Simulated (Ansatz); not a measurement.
Relaxation of Si(SMe)H3 (CH6SSi) with RKS PBE-D4/def2-TZVP.

```sh
$ ansatz run in.yaml --threads 4 --pin off --events-out ev --progress --plain --max-ram 3916MiB
```

```yaml
crystal:
  periodic: [false, false, false]
  atoms:
    - {symbol: Si, position_ang: [-0.367610, 0.847030, -1.211930]}
    - {symbol: S, position_ang: [-0.424760, 0.796280, 0.927960]}
    - {symbol: C, position_ang: [0.355170, -0.820020, 1.235220]}
    - {symbol: H, position_ang: [-0.246300, -1.606270, 0.789020]}
    - {symbol: H, position_ang: [0.395280, -0.950100, 2.311360]}
    - {symbol: H, position_ang: [1.359700, -0.829060, 0.823290]}
    - {symbol: H, position_ang: [1.030150, 0.837800, -1.633380]}
    - {symbol: H, position_ang: [-1.060400, 2.076470, -1.540820]}
    - {symbol: H, position_ang: [-1.041220, -0.352130, -1.700720]}
basis:
  gaussian: {orbitals: def2-TZVP}
hamiltonian: {xc: pbe, dispersion: d4}
scf: {lower_state_search: "off"}
output: {orbitals: {seedname: orbitals}}
relax: {f_tol: 0.02, max_steps: 100}
```

Hardware: 4 threads of Arm Neoverse N1 on a shared host. Wall time 6.5 s.

Positions (Å) and forces (eV/Å) at steps 1, 2, 3, 4, 5 of 5:

```xyz
9
step=1 energy=-19838.8834 eV
Si   -0.368    0.847   -1.212    0.119   -0.276    1.095
S    -0.425    0.796    0.928   -0.182    0.335    0.169
C     0.355   -0.820    1.235   -0.134    0.288   -0.252
H    -0.246   -1.606    0.789   -0.138   -0.363   -0.096
H     0.395   -0.950    2.311    0.034   -0.078    0.370
H     1.360   -0.829    0.823    0.381   -0.113   -0.078
H     1.030    0.838   -1.633    0.585    0.039   -0.406
H    -1.060    2.076   -1.541   -0.348    0.645   -0.364
H    -1.041   -0.352   -1.701   -0.317   -0.476   -0.438
9
step=2 energy=-19838.9542 eV
Si   -0.365    0.836   -1.155   -0.032    0.047    0.128
S    -0.439    0.812    0.990    0.004    0.012   -0.259
C     0.354   -0.815    1.244   -0.025    0.042    0.035
H    -0.241   -1.613    0.791   -0.051   -0.092   -0.032
H     0.401   -0.972    2.325    0.023   -0.051    0.120
H     1.369   -0.825    0.837    0.111   -0.010   -0.025
H     1.024    0.840   -1.693    0.182   -0.002    0.046
H    -1.052    2.077   -1.579   -0.111    0.204   -0.046
H    -1.051   -0.339   -1.761   -0.101   -0.150    0.033
9
step=3 energy=-19838.9632 eV
Si   -0.375    0.854   -1.178    0.041   -0.082    0.005
S    -0.433    0.800    0.962   -0.024    0.040    0.021
C     0.361   -0.826    1.254    0.000    0.005   -0.064
H    -0.228   -1.636    0.806   -0.005   -0.009   -0.006
H     0.397   -0.970    2.340   -0.012    0.022    0.014
H     1.384   -0.844    0.859    0.012    0.005   -0.004
H     1.036    0.852   -1.686   -0.030   -0.002   -0.001
H    -1.065    2.109   -1.600    0.006   -0.008    0.040
H    -1.075   -0.339   -1.756    0.011    0.028   -0.005
9
step=4 energy=-19838.9643 eV
Si   -0.372    0.846   -1.173    0.003   -0.010    0.023
S    -0.437    0.805    0.965   -0.007    0.009   -0.024
C     0.359   -0.821    1.247    0.000    0.003    0.002
H    -0.229   -1.630    0.797    0.000   -0.005   -0.003
H     0.394   -0.967    2.333    0.002   -0.006    0.006
H     1.383   -0.835    0.853    0.006    0.003   -0.002
H     1.037    0.843   -1.682   -0.005   -0.003    0.001
H    -1.061    2.104   -1.586    0.002    0.003   -0.001
H    -1.073   -0.344   -1.754   -0.001    0.007   -0.002
9
step=5 energy=-19838.9644 eV
Si   -0.373    0.845   -1.172   -0.001    0.000    0.006
S    -0.438    0.805    0.965   -0.005    0.002   -0.012
C     0.360   -0.820    1.247    0.003   -0.002    0.005
H    -0.227   -1.630    0.794    0.002    0.000    0.000
H     0.393   -0.968    2.333    0.001   -0.003   -0.001
H     1.384   -0.832    0.854    0.000    0.003    0.000
H     1.036    0.839   -1.682   -0.002   -0.004    0.003
H    -1.059    2.104   -1.585    0.003    0.001    0.000
H    -1.076   -0.342   -1.755   -0.003    0.003   -0.001
```
